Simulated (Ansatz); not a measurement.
System: cyclobutane, C$_{4}$H$_{8}$ (charge 0, singlet). SMILES: C1CCC1
Geometry from a B3LYP-D3(BJ)/def2-TZVP (Ansatz, a quantum-chemistry and plane-wave program) optimisation:
```
C
H 1 1.0899
H 1 1.0911 2 108.56
C 1 1.5494 2 117.79 3 127.92
H 4 1.0899 1 117.79 2 -99.90
H 4 1.0911 5 108.56 1 -127.92
C 1 1.5494 2 117.79 3 -127.92
H 7 1.0899 1 117.79 2 99.90
H 7 1.0911 8 108.56 1 127.92
C 7 1.5494 8 117.79 9 127.92
H 10 1.0899 7 117.79 8 -99.90
H 10 1.0911 11 108.56 4 127.92
```

Property: vertical ionisation energy to the doublet, in eV. Set-up: dispersion terms only where a functional's name holds one; non-relativistic; 6-311+G** with 5d; open shells spin-unrestricted; spin-orbit terms left out; each state is the SCF solution reached for its charge and spin; 6-31G* and kin with 6d, 5d where marked. First-principles rows: single points at B3LYP-D3(BJ) geometries (Ansatz).

```tsv
level	program	vertical ionisation energy to the doublet (eV)
B3LYP/STO-3G	Ansatz	10.14
B3LYP/3-21G	Ansatz	10.85
B3LYP/6-31G*	Ansatz	10.64
B3LYP/6-311+G**	Ansatz	10.78
B3LYP/def2-TZVPD	Ansatz	10.76
```

No value to compare with is used here. The 4 habitual levels span 10.14 (B3LYP/STO-3G) to 10.85 eV (B3LYP/3-21G); B3LYP/def2-TZVPD gives 10.76.

The sets are all those run for this method; runs whose electronic state is in doubt are left out.
